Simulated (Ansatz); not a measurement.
The same path of C2H5 (7 atoms, charge 0, multiplicity 2) was run twice with different band settings. The coordinate that changes most is the dihedral H4–C1–C2–H7.

Computed with UKS r2SCAN/def2-SVP in Ansatz.

Relaxed end points:

```xyz
7
Properties=species:S:1:pos:R:3
C -0.127 -0.852 0.084
C 0.095 0.603 -0.104
H -1.137 -1.269 0.117
H 0.701 -1.519 0.340
H 1.082 0.819 -0.544
H 0.059 1.158 0.857
H -0.674 1.060 -0.749
```

```xyz
7
Properties=species:S:1:pos:R:3
C -0.127 -0.853 0.083
C 0.095 0.603 -0.104
H 0.701 -1.519 0.342
H -1.137 -1.269 0.116
H 1.083 0.819 -0.544
H 0.058 1.158 0.857
H -0.673 1.060 -0.750
```

Common settings: movable images 9; climbing image yes; optimiser quadratic models (default); start path through a guess of the saddle point; force threshold 0.05 eV/Å; end points relaxed.

| run | spring | iteration limit |
| --- | --- | --- |
| 1 | 5.0 eV/Å² | 58 |
| 2 | 0.5 eV/Å² | 60 |

Task: What does each run give, and how far can it be trusted?

Result: Run 1: converged after 8 iterations, highest image 0.003 eV above the first end. The top lies less than 8 meV above the higher end, about what the thresholds resolve: that end is a shoulder or a very shallow well. A vibrational analysis at the climbing image gives one clearly imaginary mode, 118i cm⁻¹: a first-order saddle point.
Run 2: converged after 8 iterations, highest image 0.003 eV above the first end. The top lies less than 8 meV above the higher end, about what the thresholds resolve: that end is a shoulder or a very shallow well. Another band between the same ends (9 images) ends at a top of the same energy, where a vibrational analysis finds 1 clearly imaginary mode.
